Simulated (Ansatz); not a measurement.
bcc V, treated with r²SCAN+rVV10 (PAW; Ansatz, a quantum-chemistry and plane-wave program).

Input file:

Ansatz 0.2 input:
```yaml
crystal:
  lattice:
    - [-1.487667421, 1.487667421, 1.487667421]
    - [1.487667421, -1.487667421, 1.487667421]
    - [1.487667421, 1.487667421, -1.487667421]
  atoms:
    - { symbol: V, position: [0.0, 0.0, 0.0] }
basis:
  ecutwfc: 560
  ecutrho_ratio: 4
  xc_grid: 3
kpoints:
  mp_grid: { grid: [26, 26, 26] }
hamiltonian:
  xc: r2scan
  dispersion: rvv10
  pseudopotentials: { kind: paw }
scf:
  occupations: { method: fermi_dirac, width: 0.05 }
  convergence: { dr2_threshold: 0.0000000001 }
output:
  forces: false
  stress: true
  eigenvalues: true
```

The run printed, among other lines:

```
Crystal: 1 atoms, lattice volume = 13.170 Å³
Basis set: ecut = 560 eV, 381 PW (Γ), exchange–correlation on 60×60×60 points (27 copies of the dense FFT grid, shifted against one another)
Bands: 11, of which v1, the nominal top of the filled ones, is band 7 counted from 1 (6 counted from 0)
Symmetry: 48 space group operations
Space group: Im-3m (ITA 229), of the structure as read, at distance tolerance 2.4e-5 Å
k-points: 511 of 17576
Functional: x = r2scan, c = r2scan + rvv10(b = 11.95, C = 0.0093); τ floored in thin density (d = 2e-4 eV/Å³)
SCF iter   1: F=—  HF=-2916.309112 eV  |F-HF|=—  |Δ(HF+E_count)|=         —  Δρ=1.98e-2  dr2=3.90e-2  dr2_τ=2.00e-2
SCF iter   2: F=—  HF=-2916.335002 eV  |F-HF|=—  |Δ(HF+E_count)|=   2.59e-2  Δρ=8.77e-3  dr2=7.02e-3  dr2_τ=6.20e-4
  ...
SCF iter   7: F=—  HF=-2916.333626 eV  |F-HF|=—  |Δ(HF+E_count)|=   3.58e-9  Δρ=1.46e-6  dr2=1.71e-10  dr2_τ=1.27e-11
SCF iter   8: F=-2916.333626 eV  HF=-2916.333626 eV  |F-HF|=4.55e-13  |Δ(HF+E_count)|=  1.41e-10  Δρ=7.96e-8  dr2=3.86e-13  dr2_τ=4.05e-14
SCF 1 converged in 8 iterations: F = -2916.333626 eV  dr2 = 3.86e-13
SCF converged after 8 iterations
Free energy (F): -2916.333626 eV
Internal energy: -2916.320363 eV  (E = F + TS)
E sigma→0 (E₀):  -2916.326994 eV
Fermi energy:    16.887551 eV
--- Stress (GPa, compression-positive) ---
       -0.045751      -0.000000      -0.000000
       -0.000000      -0.045751       0.000000
       -0.000000       0.000000      -0.045751
  P = ⅓ Tr σ = -0.0458 GPa (-0.458 kbar)
```

The PAW data were made under PBE.

The result took roughly 13 core-seconds.
